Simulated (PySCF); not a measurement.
Molecule: `InChI=1S/H4Si/h1H4`.

Structure with atom numbers: `[SiH4:1]`; H(Xn) means a hydrogen on atom n.

Geometry PBE0-D3(BJ)/def2-SVP throughout; GIAO in PySCF 2.14.0 with density-fitted response routines, gas phase, one conformer, non-relativistic; equivalent atoms averaged; basis pcSseg-2.

**Question.** How do the absolute shieldings σ depend on the functional? (ppm; last column core-seconds on shared hosts with different chips, so compare them loosely; the GGAs took longer than the global hybrids here, which isn't the general rule, and the cause wasn't traced)

**Answer.** 
```tsv
functional	kind	Si1	H(Si1)	core-s
HF	Hartree–Fock	474.7	28.15	0.6
LDA	LDA	426.7	27.11	1.5
PBE	GGA	436.7	27.59	1.9
BLYP	GGA	425.0	27.82	1.8
BP86	GGA	433.5	27.64	1.8
OPBE	GGA	458.0	27.64	2.1
KT2	GGA	460.7	27.66	2
KT3	GGA	462.2	27.92	2
B97-D	GGA	443.8	27.88	1.9
B3LYP	global hybrid	434.0	27.85	1.4
PBE0	global hybrid	447.1	27.67	1.2
mPW1PW91	global hybrid	444.7	27.73	1.4
WP04	global hybrid	421.0	28.48	1.6
B97-2	global hybrid	450.1	27.84	1.5
BHandHLYP	global hybrid	447.9	27.94	1.4
CAM-B3LYP	range-separated hybrid	438.4	27.79	2
wB97X-D	range-separated hybrid	445.4	27.77	1.9
LC-wPBE	range-separated hybrid	448.9	27.77	2.8
```

**Question.** Which nucleus moves most, in ppm?

**Answer.** Si1 (silicon bonded to 4 H): from 421.0 ppm with WP04 to 474.7 ppm with HF. The smallest spread is 1.37 ppm, at H(Si1).
